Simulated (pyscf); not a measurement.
H₃Si–NH–SiH₃ + H• -> •H₂Si–NH–SiH₃ + H₂, a hydrogen abstraction (doublet surface; H–Si broken, H–H formed). Single points on ωB97X-D3(BJ)/def2-SVP structures (PySCF, gas phase). Energies in kcal/mol from the separated reactants.

Small-basis levels: PySCF, no dispersion term, spherical d functions. AM1 to PM7: differences of heats of formation from MOPAC. Open shells are spin-unrestricted. 

```json
[
 {"level": "HF/STO-3G", "barrier": "14.1", "reaction energy": "-9.6"},
 {"level": "HF/6-31G*", "barrier": "13.0", "reaction energy": "-4.5"},
 {"level": "MP2/6-31G*", "barrier": "11.0", "reaction energy": "-8.2"},
 {"level": "B3LYP/STO-3G", "barrier": "-3.1", "reaction energy": "-23.1"},
 {"level": "B3LYP/6-31G*", "barrier": "0.7", "reaction energy": "-16.6"},
 {"level": "AM1", "barrier": "-5.4", "reaction energy": "-39.1"},
 {"level": "PM6", "barrier": "-13.0", "reaction energy": "-35.9"},
 {"level": "ωB97M-D3(BJ)/def2-TZVP", "barrier": "4.3", "reaction energy": "-12.0"}
]
```

Against the last row the barrier runs from -17.3 (PM6) to +9.8 kcal/mol (HF/STO-3G). At B3LYP/STO-3G, AM1, PM6 this geometry lies under one side, so the entry may be no barrier of that level: it is a single point on another level's saddle. ωB97M-D3(BJ)/def2-TZVP has limits of its own. This is the saddle that the search found; another between the same sides may lie lower. The angle at the transferred H is 178°.
